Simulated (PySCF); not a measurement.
Bonds broken one at a time in the series formyl-X. Isolated molecules, 0 K electronic values unless said otherwise. One relaxed conformer stands for each flexible species; it need not be the lowest. Strings in code marks are SMILES.

Calculation: TPSSh-D3(BJ)/def2-TZVP // PBE0-D3(BJ)/def2-TZVP (PySCF). 

| species | dipole moment (D) | highest occupied spin orbital (eV) |
|---|---|---|
| whole molecule (`COC=O` (C–O–C–O torsion 0°)) | – | – |
| radical fragment (`C(=O)[O]`) | 1.53 | -8.39 |
| radical fragment (`C[O]`) | [?] | -6.85 |
| whole molecule (`NC=O`) | 3.92 | – |
| whole molecule (`CN(C)C=O` (C–N–C–O torsion 0°)) | – | – |
| whole molecule (`O=CC=O` (O–C–C–O torsion 180°)) | – | – |
| whole molecule (`CC(=O)C=O` (O–C–C–O torsion 180°)) | – | – |
| radical fragment (`[SH]`) | 0.88 | -6.76 |

**Question.** What belongs in the gaps?

**Answer.** 
- radical fragment (`C[O]`), dipole moment (D): 2.01
